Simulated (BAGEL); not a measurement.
**HF/cc-pVDZ (density fitting with qzvpp-jkfit) run of C4H2O2 (diketocyclobutene)**

What is the vertical ionisation energy of C4H2O2 (diketocyclobutene) at HF/cc-pVDZ (density fitting with qzvpp-jkfit)? 

Program for the calculation: BAGEL 1.2.2.

6 further runs of the same task are left out: 4 that didn't finish, 2 set aside as unsound or not needed.

### 1 The structure to begin with

C4H2O2 has 8 atoms, charge 0, and is taken as a singlet. As SMILES, `O=c1ccc1=O`. The coordinates come from a GFN2-xTB relaxation.

Bond lengths: O1–C2 1.191 Å, C2–C3 1.493 Å, C3–C4 1.350 Å, C2–C5 1.554 Å, C4–C5 1.493 Å, C5–O6 1.191 Å, C3–H7 1.075 Å, C4–H8 1.075 Å. Some angles: O1–C2–C3 136.3°, O1–C2–C5 137.6°, C3–C2–C5 86.1°, C2–C3–C4 93.9°, C3–C4–C5 93.9°, C2–C5–C4 86.1°, C2–C5–O6 137.6°, C4–C5–O6 136.3°, C2–C3–H7 132.4°, C4–C3–H7 133.7°.

### 2 The energy at HF/cc-pVDZ (density fitting with qzvpp-jkfit)

File calc.json:

```json
{ "bagel": [

{
  "title": "molecule",
  "basis": "cc-pvdz.json",
  "df_basis": "qzvpp-jkfit",
  "angstrom": "true",
  "geometry": [
    { "atom": "O", "xyz": [       0.936090,       1.714610,      -1.142260 ] },
    { "atom": "C", "xyz": [       0.432070,       0.816310,      -0.544320 ] },
    { "atom": "C", "xyz": [       0.852660,      -0.536570,      -0.072310 ] },
    { "atom": "C", "xyz": [      -0.336430,      -0.805110,       0.508620 ] },
    { "atom": "C", "xyz": [      -0.939860,       0.502780,       0.115050 ] },
    { "atom": "O", "xyz": [      -1.995260,       1.038660,       0.247270 ] },
    { "atom": "H", "xyz": [       1.772340,      -1.084440,      -0.167640 ] },
    { "atom": "H", "xyz": [      -0.721610,      -1.646250,       1.055590 ] }
  ]
},

{
  "title": "hf"
},

{
  "title": "print",
  "file": "orbitals.molden",
  "orbitals": "true"
}

]}
```

The basis set cc-pVDZ is read from a file made from the Basis Set Exchange's data (not shown).

Launch:

```
$ BAGEL_NUM_THREADS=1 BAGEL calc.json > calc.out
```

Output:

```text
* using 1 threads per process

  ===============================================================
  ===============================================================

  *** Geometry ***

  { "atom" : "O", "xyz" : [      1.768954,      3.240143,     -2.158559 ] },
  { "atom" : "C", "xyz" : [      0.816494,      1.542602,     -1.028616 ] },
  { "atom" : "C", "xyz" : [      1.611294,     -1.013970,     -0.136646 ] },
  { "atom" : "C", "xyz" : [     -0.635761,     -1.521437,      0.961153 ] },
  { "atom" : "C", "xyz" : [     -1.776078,      0.950117,      0.217413 ] },
  { "atom" : "O", "xyz" : [     -3.770495,      1.962783,      0.467273 ] },
  { "atom" : "H", "xyz" : [      3.349237,     -2.049295,     -0.316794 ] },
  { "atom" : "H", "xyz" : [     -1.363645,     -3.110962,      1.994776 ] },

  Number of auxiliary basis functions:      490

  Since a DF basis is specified, we compute 2- and 3-index integrals:
    o Being stored without compression. Storage requirement is 0.035 GB

  Number of basis functions:       94
  Number of electrons      :       42

    * METHOD: MOLECULE                             0.21

  *** RHF ***

  === Nuclear Repulsion ===
   197.1414869003

      * DIIS with orbital gradients will be used.

  === RHF iteration (cc-pvdz.json) ===
      0       -301.99457072          0.01750651           0.06
      1       -302.09437450          0.01793224           0.06
      2       -302.31543717          0.00205619           0.06
      3       -302.32022663          0.00072877           0.06
      4       -302.32106871          0.00026034           0.06
      5       -302.32128549          0.00008219           0.06
      6       -302.32130478          0.00002140           0.06
      7       -302.32130539          0.00000771           0.06
      8       -302.32130545          0.00000302           0.06
      9       -302.32130546          0.00000107           0.06
     10       -302.32130546          0.00000025           0.06
     11       -302.32130546          0.00000008           0.06
     12       -302.32130546          0.00000004           0.06
     13       -302.32130546          0.00000002           0.06
     14       -302.32130546          0.00000001           0.06
    * SCF iteration converged.

    * Permanent dipole moment:
           (   -0.662066,     1.721203,    -0.559234) a.u.

    * METHOD: HF                                   0.97

    * METHOD: PRINT                                0.02

  ===============================================================
```

Run time: 1.4 s. Hardware: 1 thread of Arm Neoverse V2, shared host; peak memory 0.13 GiB.

### 3 The doublet cation, same level

File job.json:

```json
{ "bagel": [

{
  "title": "molecule",
  "basis": "cc-pvdz.json",
  "df_basis": "qzvpp-jkfit",
  "angstrom": "true",
  "geometry": [
    { "atom": "O", "xyz": [       0.936090,       1.714610,      -1.142260 ] },
    { "atom": "C", "xyz": [       0.432070,       0.816310,      -0.544320 ] },
    { "atom": "C", "xyz": [       0.852660,      -0.536570,      -0.072310 ] },
    { "atom": "C", "xyz": [      -0.336430,      -0.805110,       0.508620 ] },
    { "atom": "C", "xyz": [      -0.939860,       0.502780,       0.115050 ] },
    { "atom": "O", "xyz": [      -1.995260,       1.038660,       0.247270 ] },
    { "atom": "H", "xyz": [       1.772340,      -1.084440,      -0.167640 ] },
    { "atom": "H", "xyz": [      -0.721610,      -1.646250,       1.055590 ] }
  ]
},

{ "title": "uhf", "charge": 1, "nopen": 1 },

{ "title": "print", "file": "orbitals.molden", "orbitals": "true" }

]}
```

The basis set cc-pVDZ is read from a file made from the Basis Set Exchange's data (not shown).

Launch:

```
$ BAGEL_NUM_THREADS=1 BAGEL job.json > job.out
```

Output:

```text
* using 1 threads per process

  ===============================================================
  ===============================================================

  *** Geometry ***

  { "atom" : "O", "xyz" : [      1.768954,      3.240143,     -2.158559 ] },
  { "atom" : "C", "xyz" : [      0.816494,      1.542602,     -1.028616 ] },
  { "atom" : "C", "xyz" : [      1.611294,     -1.013970,     -0.136646 ] },
  { "atom" : "C", "xyz" : [     -0.635761,     -1.521437,      0.961153 ] },
  { "atom" : "C", "xyz" : [     -1.776078,      0.950117,      0.217413 ] },
  { "atom" : "O", "xyz" : [     -3.770495,      1.962783,      0.467273 ] },
  { "atom" : "H", "xyz" : [      3.349237,     -2.049295,     -0.316794 ] },
  { "atom" : "H", "xyz" : [     -1.363645,     -3.110962,      1.994776 ] },

  Number of auxiliary basis functions:      490

  Since a DF basis is specified, we compute 2- and 3-index integrals:
    o Being stored without compression. Storage requirement is 0.035 GB

  Number of basis functions:       94
  Number of electrons      :       42

    * METHOD: MOLECULE                             0.22

  *** Open-shell HF ***

  === Nuclear Repulsion ===
   197.1414869003

      * DIIS with orbital gradients will be used.

  === UHF iteration (cc-pvdz.json) ===
      0       -301.62344381          0.03951089           0.11
      1       -301.63336770          0.04544558           0.11
      2       -301.64346312          0.04348943           0.11
      3       -301.96461995          0.00179709           0.11
      4       -301.96799814          0.00089405           0.11
      5       -301.96939993          0.00060662           0.11
      6       -301.97031893          0.00032445           0.11
      7       -301.97078050          0.00010319           0.11
      8       -301.97089575          0.00005489           0.11
      9       -301.97097791          0.00001813           0.11
     10       -301.97103375          0.00001513           0.11
     11       -301.97105811          0.00001424           0.11
     12       -301.97108492          0.00001361           0.11
     13       -301.97112826          0.00001311           0.11
     14       -301.97115093          0.00001214           0.11
     15       -301.97119359          0.00001183           0.11
     16       -301.97119565          0.00001198           0.11
     17       -301.97117693          0.00001400           0.11
     18       -301.97116221          0.00001106           0.11
     19       -301.97119165          0.00000927           0.11
     20       -301.97122845          0.00000755           0.11
     21       -301.97123544          0.00000615           0.11
     22       -301.97122842          0.00000338           0.11
     23       -301.97123651          0.00000128           0.11
     24       -301.97123718          0.00000078           0.11
     25       -301.97123725          0.00000073           0.11
     26       -301.97123730          0.00000062           0.11
     27       -301.97123730          0.00000055           0.11
     28       -301.97123731          0.00000058           0.11
     29       -301.97123732          0.00000054           0.11
     30       -301.97123733          0.00000055           0.11
     31       -301.97123733          0.00000058           0.11
     32       -301.97123734          0.00000042           0.11
     33       -301.97123733          0.00000031           0.11
     34       -301.97123734          0.00000031           0.11
     35       -301.97123734          0.00000029           0.11
     36       -301.97123734          0.00000024           0.11
     37       -301.97123734          0.00000020           0.11
     38       -301.97123734          0.00000016           0.11
     39       -301.97123734          0.00000014           0.11
     40       -301.97123734          0.00000012           0.11
     41       -301.97123734          0.00000011           0.11
     42       -301.97123734          0.00000008           0.11
     43       -301.97123734          0.00000009           0.11
     44       -301.97123734          0.00000009           0.11
     45       -301.97123734          0.00000009           0.11
     46       -301.97123734          0.00000006           0.11
     47       -301.97123734          0.00000006           0.11
     48       -301.97123734          0.00000005           0.11
     49       -301.97123734          0.00000005           0.11
     50       -301.97123734          0.00000003           0.11
     51       -301.97123734          0.00000002           0.11
     52       -301.97123734          0.00000001           0.11
     53       -301.97123734          0.00000001           0.11
     54       -301.97123734          0.00000001           0.11
    * SCF iteration converged.

    * S^2 (UHF) is 0.8535

    * Permanent dipole moment:
           (   -0.638731,     1.660437,    -0.539571) a.u.

    * METHOD: UHF                                  6.27

    * METHOD: PRINT                                0.02

  ===============================================================
```

It took 6.9 s on 1 thread of Arm Neoverse V2, shared host; peak memory 0.13 GiB.

### 4 What came out

Level: HF/cc-pVDZ (density fitting with qzvpp-jkfit).

| quantity | value |
| --- | --- |
| singlet C4H2O2: total energy | -302.32131 Eh |
| singlet C4H2O2: dipole moment | 4.90 D |
| singlet C4H2O2: HOMO energy | -11.06 eV |
| singlet C4H2O2: LUMO energy | 1.73 eV |
| singlet C4H2O2: HOMO–LUMO gap | 12.79 eV |
| doublet cation: total energy | -301.97124 Eh |
| doublet cation: ⟨S²⟩ | 0.854 |
| vertical ionisation energy (to the doublet cation) | 9.526 eV |

In words: The vertical ionisation energy comes to 9.53 eV (220 kcal/mol). −ε(HOMO) before ionisation, 11.06 eV, is 1.53 eV above this ionisation energy. ⟨S²⟩ (doublet cation) is 0.85 where a pure doublet has 0.75: the reference is spin-contaminated.
